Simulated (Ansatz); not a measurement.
**How far each method lies from UCCSDT(Q) for AsH2, doublet**

Geometry: displaced at random from a stationary point.

```csv
atom,x (Å),y (Å),z (Å)
As,0.0033,-0.0279,-0.0002
H,-0.1616,1.0531,-1.0745
H,-0.0849,1.0206,1.0891
```

Basis cc-pVTZ; Ansatz 0.2.0. Correlated methods freeze the noble-gas cores and the filled d shells of p-block atoms, which leaves 7 electrons in 57 orbitals. Prefix R: restricted or restricted open-shell reference; prefix U: unrestricted. Active spaces: valence = (7e, 6o) chosen from the atoms' valence shells. No spin–orbit coupling is included, and no scalar relativity.

Full CI isn't at hand for all of this; UCCSDT(Q) serves as the reference, and is uncertain by about the last step of the cluster series. The frozen core follows each run's orbitals, which can shift R against U totals by a few meV for light atoms and by up to 0.1 eV past Ca.

- UHF ⟨S²⟩: 0.765
- T1 diagnostic (RCCSD): 0.0180
- largest doubles amplitude (RCCSD): 0.055
- T1 diagnostic (UCCSD): 0.0134

| level | E − E(UCCSDT(Q)) (mEh) | share of correlation (%) | wall time |
| --- | --- | --- | --- |
| UHF | 155.70 | 2.89 | – |
| UMP2 | 30.14 | 81.21 | – |
| UCCSD | 5.60 | 96.51 | – |
| UCCSD(T) | 0.92 | 99.43 | 4.8 s |
| UCCSDT | 0.15 | 99.91 | – |

The correlation energy at UCCSDT(Q), counted from RHF, is -4.363 eV. That run took 58 s on 1 thread of Intel Xeon Platinum 8259CL, shared host.

Run but not shown, since their state or frozen core can't be matched to the reference's or they repeat it: RHF, RMP2, CISD, RCCSD, RCCSD(T), BCCD(T), RCCSDT, RCCSDT(Q), CASSCF (valence space), NEVPT2 (valence space), MRCISD (valence space), MRCISD+Q (valence space).

Times hold each run's SCF and search for its determinant on a shared host, so for small cases they say little of a method's own cost; they ran on 1 thread of Intel Xeon Platinum 8259CL.

Natural occupations of CASSCF (valence space) about the gap: 1.994 1.973 1.967 1.000 0.037 0.029; effectively unpaired electrons, Σ n²(2−n)², 1.02.
